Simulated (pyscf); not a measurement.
## Rearrangement: C₂H₄BCl (SMILES ClB1CC1) -> B–CH₂–CH₂–Cl (SMILES [B]CCCl) [singlet]

Gas phase, singlet surface, charge 0. Bonds broken: B1–Cl2, B1–C4. Bonds formed: Cl2–C4. Structures and frequencies: ωB97X-D3(BJ)/def2-SVP in PySCF. MP2 and CC: frozen core, UHF for open shells. ΔMP2 is the change of the MP2 total energy from the triple- to the quadruple-zeta basis.

Transition state (Å):

```xyz
8

B      1.4534    -0.3619    -0.0752
Cl    -0.2072     0.8223    -0.7254
C      0.6956    -1.0283     1.2508
C     -0.5619    -0.3682     1.0765
H      0.7154    -2.1152     1.0941
H      1.2979    -0.7346     2.1209
H     -0.8237     0.4933     1.6945
H     -1.4138    -0.9052     0.6544
```

One imaginary mode, 505i cm⁻¹; descent along it reached the two sides named.

```json
[
 {"bond": "B1–Cl2", "change": "breaks", "reactant side (Å)": "1.728", "saddle": "2.141", "product side": "3.2"},
 {"bond": "B1–C4", "change": "breaks", "reactant side (Å)": "1.525", "saddle": "2.321", "product side": "2.6"},
 {"bond": "Cl2–C4", "change": "forms", "reactant side (Å)": "3.1", "saddle": "2.189", "product side": "1.789"}
]
```

Electronic energies relative to the reactant's lowest minimum found (kcal/mol):

| level | barrier | reaction energy | reverse barrier |
|---|---|---|---|
| ωB97X-D3(BJ)/def2-TZVP | 90.2 | +72.2 | 18.0 |
| PBE/def2-TZVP | 81.0 | +77.5 | 3.5 |
| r²SCAN/def2-TZVP | 84.6 | +78.6 | 6.0 |
| B3LYP-D3(BJ)/def2-TZVP | 83.9 | +72.2 | 11.8 |
| PBE0-D3(BJ)/def2-TZVP | 87.3 | +76.4 | 10.9 |
| M06-2X/def2-TZVP | 89.2 | +74.6 | 14.6 |
| ωB97M-D3(BJ)/def2-TZVP | 87.8 | +71.0 | 16.8 |
| HF/def2-TZVP | 93.6 | +63.7 | 29.9 |
| MP2/def2-QZVPP | 92.3 | +75.6 | 16.7 |
| CCSD/def2-TZVPP | 87.7 | +67.0 | 20.7 |
| CCSD(T)/def2-TZVPP | 83.8 | +68.0 | 15.8 |
| CCSD(T)/def2-TZVPP + ΔMP2(QZVPP) | 83.7 | +68.0 | 15.6 |

With CCSD(T)/def2-TZVPP + ΔMP2(QZVPP) energies and thermal terms (ideal gas, 1 atm, RRHO with modes under 100 cm⁻¹ raised to 100, one conformer, R ln 2 for chiral ones without a mode under 150 cm⁻¹), in kcal/mol:

```tsv
T (K)	ΔH‡	ΔG‡	ΔH	ΔG
298	82.7	82.4	+68.1	+67.0
600	82.3	82.2	+68.0	+65.9
900	81.8	82.2	+68.0	+64.9
1200	81.2	82.4	+67.9	+63.8
```

The same reactants have a lower exit, to B–Cl [singlet] + H₂C=CH₂ (barrier +63.7 kcal/mol at ωB97M-D3(BJ)/def2-TZVP, against +87.8 kcal/mol here). cyclic C₂H₄BCl (SMILES ClB1CC1) lies 13.0 kcal/mol over its isomer H₂C=CH–BH–Cl (electronic energy, ωB97M-D3(BJ)/def2-TZVP). B–CH₂–CH₂–Cl [singlet] lies 84.0 kcal/mol over its isomer H₂C=CH–BH–Cl (electronic energy, ωB97M-D3(BJ)/def2-TZVP). This is the saddle that the search found; another between the same sides may lie lower. The CCSD(T) − MP2 part came from Ansatz, without density fitting, on the same reference. The largest closed-shell T1 diagnostic is 0.031, which may signal static correlation.
